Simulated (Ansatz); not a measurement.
System: rock-salt MgS. Method: r²SCAN0 (Ansatz, a quantum-chemistry and plane-wave program, PAW).

Numerical settings: plane-wave cutoff 520 eV, 8×8×8 k mesh, Fermi–Dirac smearing 0.01 eV, scalar-relativistic PAW data made under PBE.

Pressure at four volumes; x = ln(V/17.480 Å³). One pressure is withheld.

```tsv
V (Å³/atom)	x	P (GPa)
16.554	-0.0544	4.73
17.480	0.0000	-0.24
17.861	0.0216	-1.93
18.297	0.0457	?
```

Problem. Pass a parabola P(x) through the three rows shown, estimate the bulk modulus and its pressure derivative near zero pressure, and predict the withheld pressure.

Solution. Slopes between the rows: (-0.24 − (4.73))/(0.0000 − (-0.0544)) = -91.36 and (-1.93 − (-0.24))/(0.0216 − (0.0000)) = -78.24 GPa. Their difference over the span 0.0760 is c = 13.12/0.0760 = 172.6 GPa, so P(x) = 4.73 + (-91.36)(x − (-0.0544)) + 172.6 (x − (-0.0544))(x − (0.0000)). At the middle row B = −dP/dx = −[-91.36 + 172.6 × 0.0544] = 82.0 GPa, and B′ = dB/dP = 2c/B = 4.2. At x = 0.0457 the parabola gives -3.63 GPa; the run gives -3.65 GPa. The Birch–Murnaghan fit to the energies at all volumes has B0 = 82.8 GPa and B′ = 4.0.

Measured, for comparison: bulk modulus 81 GPa (corrected for zero-point motion; as tabulated in Goldzak et al. (2022), arXiv:2208.04865). Computed (rounded) less measured: bulk modulus +2 %.
